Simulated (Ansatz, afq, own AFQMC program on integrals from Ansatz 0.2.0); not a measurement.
**Si₂, singlet: AFQMC among the cluster methods**

```yaml
atoms:
  - { symbol: Si, position_ang: [0.0000, 0.0000, 0.0000] }
  - { symbol: Si, position_ang: [0.0000, 0.0000, 2.2861] }
```

Basis 6-31G. Noble-gas cores (and the filled d shells of Ga–Kr and In–Xe) are frozen. Ansatz 0.2.0 and our own AFQMC program on the same integrals; the CISD trial comes from CCSD amplitudes, and released means the phaseless constraint is let go. ± is one standard error of the sampling.

Determinant: RHF, the one that the program's search chose, which needn't be the lowest solution. The geometry is a PBE0/def2-TZVP stationary point of this or a neighbouring charge and spin state.

Full CI on the same integrals is exact in this basis and with this determinant's frozen core.

Cautions: another spin lies lower (by 636 meV); restricted determinant unstable towards unrestricted (UHF 2.10 eV lower, ⟨S²⟩ 1.63); the search met a lower determinant of the same kind, perhaps of another symmetry (1.24 eV lower), and this one is a saddle point; strong correlation (T1 0.034, weight of the determinant 0.76, largest double 0.20); CCSD(T) is in doubt: in a space of 8 electrons in 8 natural orbitals full CI lies 95 meV below it; the released energies are still falling, so no released level is given (meV from the phaseless value at times in 1/Eh: -20 ± 4 at 0.24, -39 ± 5 at 0.51, -60 ± 4 at 0.99, -86 ± 3 at 1.62, -106 ± 3 at 2.40); CCSDTQ on the UHF determinant differs (634 meV lower), perhaps since the unrestricted series falls towards higher spin.

- T1 diagnostic: 0.0344
- weight of the determinant in the CISD state: 0.761
- size of the correlated space: 8 electrons in 16 orbitals

Reference: full CI, correlation energy -4.428 eV.

```tsv
level	E − E(reference) (kcal/mol)	share of correlation (%)
HF	102.12	0.00
MP2	16.50	83.84
CCSD	8.25	91.92
CCSD(T)	2.72	97.34
CCSDT	2.23	97.82
CCSDT(Q)	0.03	99.97
CCSDTQ	0.28	99.72
ph-AFQMC/HF	10.38 ± 0.52	89.83
ph-AFQMC/CISD	3.88 ± 0.11	96.20
```

CCSDT and higher add their correlation energy to the determinant of the CCSD(T) run, since their own runs factorise the integrals more tightly (a shift of under 2 meV). A walk keeps the symmetry of its determinant, which the program's search chose and which needn't be the lowest solution, so a lower state of the same spin and another symmetry isn't excluded.
